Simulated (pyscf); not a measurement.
Optimised with ωB97X-D3(BJ)/def2-SVP in PySCF.

SMILES: [NH2][Mo](=[S])(=[S])[Cl]
```xyz
7

N      0.0590     1.0485     0.7865
Mo     0.7898    -0.6917     0.6505
S      1.3538    -1.3118     2.5542
S     -0.6722    -1.9532    -0.1224
Cl     2.5956    -0.6715    -0.7214
H     -0.7160     1.3806     0.2159
H      0.2850     1.6984     1.5369
```

Problem. How much does it cost (ΔH, 298 K, ωB97M-D3(BJ)/def2-TZVP) to split H₂N–Mo(=S)(=S)–Cl at its Mo–N bond into NH₂• + [S=Mo(=S)–Cl]•?

Solution. Mo–N to NH₂• + [S=Mo(=S)–Cl]•: 85.2 kcal/mol. The 7 functionals that were run give +82.8 (M06-2X) to +92.7 kcal/mol (PBE). The radicals are drawn with the spin at the cut bond; how far it spreads was not checked. Other isomers of [S=Mo(=S)–Cl]• were not searched in full and may lie lower. Open-shell species with a d-block atom are single-reference here; other states, and whether the spin sits on metal or ligand, were not checked. Elements past Kr carry the def2 core potentials, without spin-orbit coupling.
